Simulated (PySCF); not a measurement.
# Variants of one PySCF input: NaC

Base input, run as `OMP_NUM_THREADS=1 python input.py` with PySCF 2.14:

```python
from pyscf import gto, scf, cc

mol = gto.M(
    atom='Na 0 0 0; C 0 0 2.057',
    basis='6-311++g**',
    charge=0,
    spin=3,
    symmetry=True,
    verbose=4,
)
mf = scf.ROHF(mol)
mf.kernel()
mycc = cc.CCSD(mf, frozen=2)
mycc.kernel()
e = mycc.eeccsd(nroots=3)[0]
print('roots (eV) =', (e*27.211386).round(3))
mf.dip_moment()
print('orbital energies (hartree):', mf.mo_energy[..., max(0, mol.nelec[1]-3):mol.nelec[0]+3].round(4))
```

Base result: E(SCF) = -199.576478 Eh, E(CCSD) − E(SCF) = -0.21240 Eh, μz(SCF) = -7.95 D, excitation roots 0.000, 1.673, 1.699 eV. The bond length is a typed value, not an optimised one. No search for the lowest solution was made.

It ran on Intel Xeon 6975P-C (1 thread, shared host) in 7.5 s, peak memory 0.39 GiB.

Each row names what differs from the base; energies in brackets are changes from the base.

| change | result | wall time (s) |
| --- | --- | --- |
| charge: 0 → -1; spin (2S): 3 → 4 | not converged: SCF after 50 cycles | 11 |
| basis set: 6-311++g** → jorge-dzp-dkh; spin-free X2C: off → on | E(SCF) = -199.800558 Eh, 15 cycles, E(CCSD) − E(SCF) = -0.12501 Eh, μz(SCF) = -7.89 D, excitation roots 0.000, 1.683, 1.683 eV | 3.2 |
| basis set: 6-311++g** → aug-cc-pvdz | E(SCF) = -199.580242 Eh (-0.1024 eV), E(CCSD) − E(SCF) = -0.10018 Eh, μz(SCF) = -7.88 D, excitation roots 0.000, 1.633, 1.659 eV | 6.7 |
| geometry: bond 2.057 → bond 1.81 | E(SCF) = -199.543942 Eh (+0.8853 eV), E(CCSD) − E(SCF) = -0.21348 Eh, μz(SCF) = -7.13 D, excitation roots 0.000, 1.701, 1.740 eV | 7.3 |
| length unit: angstrom → bohr [unsound on purpose] | E(SCF) = -198.919547 Eh (+17.8760 eV), 11 cycles, E(CCSD) − E(SCF) = -0.21469 Eh, μz(SCF) = 1.66 D, excitation roots 0.000, 0.269, 1.712 eV | 7.3 |
| functional: none (Hartree–Fock) → pw91; SCF type: ROHF → ROKS; step after the SCF: eomee → analyze | E(SCF) = -200.148793 Eh, 11 cycles, μz(SCF) = -6.69 D | 1.7 |
| smearing width (hartree): none → 0.01; step after the SCF: eomee → none [unsound on purpose] [smearing does not keep the typed spin] | E(SCF) = -199.353012 Eh (+6.0808 eV), 15 cycles, μz(SCF) = -3.42 D | 0.55 |
| PCM solvent, dielectric constant: none → 32.6; step after the SCF: eomee → analyze | E(SCF) = -199.603330 Eh (-0.7307 eV), μz(SCF) = -9.01 D | 2.2 |
| point-group symmetry: on → off | not converged: SCF after 26 cycles (it failed the final check cycle) | 7.5 |
| initial guess: minao → hcore | not converged: SCF after 30 cycles (it failed the final check cycle) | 7.7 |
| basis set: 6-311++g** → sbkjc; core potential: off → on; frozen orbitals: 2 → 0 | E(SCF) = -5.515032 Eh, E(CCSD) − E(SCF) = -0.04135 Eh, μz(SCF) = -7.84 D, excitation roots 0.000, 1.712, 1.754 eV | 0.85 |
| SCF type: ROHF → UHF | E(SCF) = -199.578070 Eh (-0.0433 eV), 12 cycles, E(CCSD) − E(SCF) = -0.21090 Eh, ⟨S²⟩ = 3.756, μz(SCF) = -8.00 D, excitation roots 1.534, 2.761, 2.761 eV | 7.4 |
| geometry: bond 2.057 → bond 2.571 | not converged: SCF after 50 cycles | 8.2 |
| step after the SCF: eomee → polarizability; SCF type: ROHF → UHF | E(SCF) = -199.578070 Eh (-0.0433 eV), 12 cycles, ⟨S²⟩ = 3.756, μz(SCF) = -8.00 D, α(xx, yy, zz) = 23.4, 23.4, 30.5 bohr³ | 0.79 |
| spin (2S): 3 → 5 [a high spin state] | E(SCF) = -199.396742 Eh (+4.8908 eV), 13 cycles, E(CCSD) − E(SCF) = -0.14738 Eh, μz(SCF) = 3.76 D, excitation roots -6.618, -4.030, -4.030 eV | 7.1 |
| initial guess: minao → sap | E(SCF) = -199.576478 Eh (+0.0000 eV), 24 cycles, E(CCSD) − E(SCF) = -0.21240 Eh, μz(SCF) = -7.95 D, excitation roots 0.000, 1.673, 1.699 eV | 7.6 |
| geometry: bond 2.057 → bond 1.646 | not converged: SCF after 23 cycles (it failed the final check cycle) | 7.2 |
| density fitting: none → cc-pvdz-jkfit | stops with BasisNotFoundError (Basis set not found for Na in cc-pvdz-jkfit) | 0.48 |
| charge: 0 → -1; spin (2S): 3 → 2 | not converged: SCF after 50 cycles | 11 |
| step after the SCF: eomee → nevpt2; active space: default → 7 electrons in 6 orbitals | stops with PointGroupSymmetryError (Incomplete 2D-irrep orbitals for cylindrical symmetry.) after the SCF | 0.76 |
| step after the SCF: eomee → ccsd(t) | E(SCF) = -199.576478 Eh (+0.0000 eV), E(CCSD) − E(SCF) = -0.21240 Eh, (T) = -0.00308 Eh, μz(SCF) = -7.95 D | 4.4 |
| step after the SCF: eomee → stability; SCF type: ROHF → UHF; point-group symmetry: on → off | E(SCF) = -199.578070 Eh (-0.0433 eV), 12 cycles, ⟨S²⟩ = 3.756, μz(SCF) = -8.00 D, internal stable; real -> complex stable; UHF/UKS -> GHF/GKS stable | 1.2 |

Order these changes by how far they move the SCF energy from the base, largest first: (1) PCM solvent, dielectric constant: none → 32.6; step after the SCF: eomee → analyze; (2) SCF type: ROHF → UHF; (3) geometry: bond 2.057 → bond 1.81; (4) initial guess: minao → sap.

(3) +0.8853 eV, (1) -0.7307 eV, (2) -0.0433 eV, (4) +0.0000 eV.
